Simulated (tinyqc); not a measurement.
Orbital energy against energy difference: ionisation energy by orbital energies and by energy differences in the 6-31g* basis, for LiH, spin multiplicity 1. Computed by the program tinyqc with PySCF. 

Geometry (angstrom):
```
atom       x       y       z
Li    0.0000  0.0000  0.0000
H     0.0000  0.0000  1.5200
```

CCSD(T) difference in the same basis = 7.7502 eV

IP-EOM-CCSD = 7.7501 eV

The cation is unrestricted; errors are against CCSD(T) in this basis, not against experiment.

First vertical ionisation energy (eV):
```
method     -e(HOMO)  E(cation) - E  error of -e(HOMO)  error of the difference
HF            8.281        7.15673              0.531                   -0.593
LDA           4.453        8.35534             -3.297                    0.605
PBE           4.448        8.20090             -3.302                    0.451
B3LYP         5.400        8.44058             -2.351                    0.690
PBE0          5.532        8.15859             -2.218                    0.408
CAM-B3LYP     6.952        8.42251             -0.799                    0.672
LC-wPBE       8.264        8.23638              0.514                    0.486
```

Koopmans errs by +0.53 eV and Delta-HF by -0.59 eV: relaxation, 1.12 eV, lowers the value and the missing correlation difference works against it. The PBE level is off by -3.3 eV through the wrong tail of its potential, though its energy difference is off by +0.45 eV; exact exchange deepens the level, and among the orbital energies LC-wPBE comes closest; among the differences PBE0 does.
